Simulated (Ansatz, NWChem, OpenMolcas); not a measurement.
**How basis sets differ on CH5FSi (SMILES C[SiH2]F)**

CH5FSi has 8 atoms, charge 0, and is taken as a singlet. SMILES: `C[SiH2]F`. The coordinates come from a PBE0-D4/def2-TZVP relaxation.

Each level gives the dipole moment (D). The values are calculated.

```
               level          kind     program  value (D)  CPU time
HF/ANO-RCC-MB (DKH2)  Hartree–Fock  OpenMolcas       2.12     2.4 s
           HF/STO-3G  Hartree–Fock      NWChem       1.14     2.7 s
            HF/3-21G  Hartree–Fock  OpenMolcas       2.12     2.1 s
         HF/def2-SVP  Hartree–Fock      Ansatz       1.92       2 s
         HF/6-311G**  Hartree–Fock      Ansatz       2.02     3.2 s
        HF/6-311+G**  Hartree–Fock  OpenMolcas       2.07      12 s
```

The values span 1.14 to 2.12 D. Sets without polarisation functions give poor dipoles. Without the sets that lack polarisation functions the rows with a basis span only 1.92 to 2.07 D. CPU times are rough (shared hosts, several kinds of processor): they show what a rung costs within a factor of a few.
